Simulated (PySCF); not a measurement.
**Basis-set dependence of population analyses: `CC/C(F)=C\[O-]`**

Species: C4H6FO (charge -1).
SMILES with atom numbers: `[CH3:1][CH2:2]/[C:3]([F:4])=[CH:5]\[O-:6]` (hydrogens: H7, H8, H9 on C1; H10, H11 on C2; H12 on C5)

PBE0 throughout (PySCF), one geometry, spherical d and f functions. Geometry: PBE0-D3(BJ)/def2-SVP, one conformer, isolated ion. The geometry's basis has no diffuse functions. Atoms taken as equivalent share a column and are averaged. The first 7 of 9 kinds of atom are listed.

Mulliken charges (e):

| basis | functions | C1 | C2 | C3 | F4 | C5 | O6 | H7/H8/H9 |
| --- | --- | --- | --- | --- | --- | --- | --- | --- |
| STO-3G | 36 | -0.227 | -0.154 | -0.116 | -0.193 | -0.061 | -0.417 | +0.048 |
| 6-31G | 66 | -0.470 | -0.364 | +0.199 | -0.420 | +0.072 | -0.657 | +0.127 |
| pcSseg-0 | 66 | -0.602 | -0.512 | +0.103 | -0.431 | +0.139 | -0.713 | +0.184 |
| 6-31G* | 96 | -0.501 | -0.376 | +0.232 | -0.418 | +0.067 | -0.652 | +0.133 |
| def2-SVP | 114 | -0.070 | +0.002 | -0.056 | -0.326 | +0.074 | -0.484 | +0.001 |
| cc-pVDZ | 114 | -0.078 | -0.032 | -0.103 | -0.290 | +0.085 | -0.464 | +0.005 |
| aug-cc-pVDZ | 192 | +0.417 | +0.170 | +0.445 | -0.686 | +0.602 | -0.851 | -0.146 |
| 6-311+G(2d,p) | 198 | -0.462 | -0.342 | +0.379 | -0.370 | -0.156 | -0.664 | +0.119 |
| def2-TZVP | 222 | -0.327 | -0.149 | +0.063 | -0.299 | -0.033 | -0.576 | +0.081 |
| cc-pVTZ | 264 | -0.284 | -0.161 | +0.054 | -0.284 | -0.014 | -0.524 | +0.063 |
| IGLO-III | 270 | -0.352 | -0.199 | +0.111 | -0.340 | +0.033 | -0.623 | +0.087 |

IAO charges (e):

```
        basis  functions      C1      C2      C3      F4      C5      O6  H7/H8/H9
       STO-3G         36  -0.396  -0.272  -0.137  -0.203  -0.087  -0.443    +0.109
        6-31G         66  -0.426  -0.268  +0.002  -0.345  +0.055  -0.654    +0.121
     pcSseg-0         66  -0.420  -0.274  -0.018  -0.332  +0.050  -0.625    +0.119
       6-31G*         96  -0.405  -0.253  +0.007  -0.352  +0.096  -0.671    +0.113
     def2-SVP        114  -0.394  -0.249  +0.006  -0.353  +0.092  -0.662    +0.110
      cc-pVDZ        114  -0.404  -0.253  +0.006  -0.353  +0.093  -0.661    +0.112
  aug-cc-pVDZ        192  -0.419  -0.262  +0.019  -0.365  +0.100  -0.706    +0.119
6-311+G(2d,p)        198  -0.421  -0.264  +0.018  -0.366  +0.101  -0.707    +0.120
    def2-TZVP        222  -0.420  -0.263  +0.018  -0.366  +0.102  -0.699    +0.119
      cc-pVTZ        264  -0.420  -0.263  +0.016  -0.363  +0.100  -0.691    +0.119
     IGLO-III        270  -0.422  -0.264  +0.020  -0.366  +0.100  -0.705    +0.120
```

Some averages cover members that differ in this geometry, most widely: H7/H8/H9, Mulliken in aug-cc-pVDZ -0.186 to -0.103; H7/H8/H9, Mulliken in 6-31G +0.096 to +0.143; H7/H8/H9, Mulliken in 6-31G* +0.104 to +0.150; H7/H8/H9, Mulliken in IGLO-III +0.062 to +0.106 e.

Which scheme is steadiest as the basis changes?

Largest range over the bases for any column: IAO 0.26 e, Mulliken 1.02 e. IAO charges move least and Mulliken charges most, counted in e. Without the minimal STO-3G basis the ranges are IAO 0.08, Mulliken 1.02 e.

How much do the charges still move between the two largest bases, cc-pVTZ and IGLO-III?

At most, over all atoms: Mulliken 0.099 e, IAO 0.014 e.

What do the same runs give for the total energy and the frontier levels?

```json
{"basis": "STO-3G", "energy (Eh)": "-326.2282", "HOMO (eV)": "6.12", "LUMO (eV)": "12.97"}
{"basis": "6-31G", "energy (Eh)": "-330.6351", "HOMO (eV)": "1.09", "LUMO (eV)": "7.01"}
{"basis": "pcSseg-0", "energy (Eh)": "-329.9631", "HOMO (eV)": "0.96", "LUMO (eV)": "6.36"}
{"basis": "6-31G*", "energy (Eh)": "-330.7101", "HOMO (eV)": "1.21", "LUMO (eV)": "7.13"}
{"basis": "def2-SVP", "energy (Eh)": "-330.4798", "HOMO (eV)": "0.92", "LUMO (eV)": "5.94"}
{"basis": "cc-pVDZ", "energy (Eh)": "-330.7422", "HOMO (eV)": "1.02", "LUMO (eV)": "6.06"}
{"basis": "aug-cc-pVDZ", "energy (Eh)": "-330.7842", "HOMO (eV)": "0.28", "LUMO (eV)": "2.71"}
{"basis": "6-311+G(2d,p)", "energy (Eh)": "-330.8423", "HOMO (eV)": "0.30", "LUMO (eV)": "3.54"}
{"basis": "def2-TZVP", "energy (Eh)": "-330.8674", "HOMO (eV)": "0.49", "LUMO (eV)": "5.09"}
{"basis": "cc-pVTZ", "energy (Eh)": "-330.8514", "HOMO (eV)": "0.61", "LUMO (eV)": "5.14"}
{"basis": "IGLO-III", "energy (Eh)": "-330.8770", "HOMO (eV)": "0.37", "LUMO (eV)": "4.42"}
```

Where the HOMO energy of this anion is positive, the outermost electrons may be held by the finite basis alone.
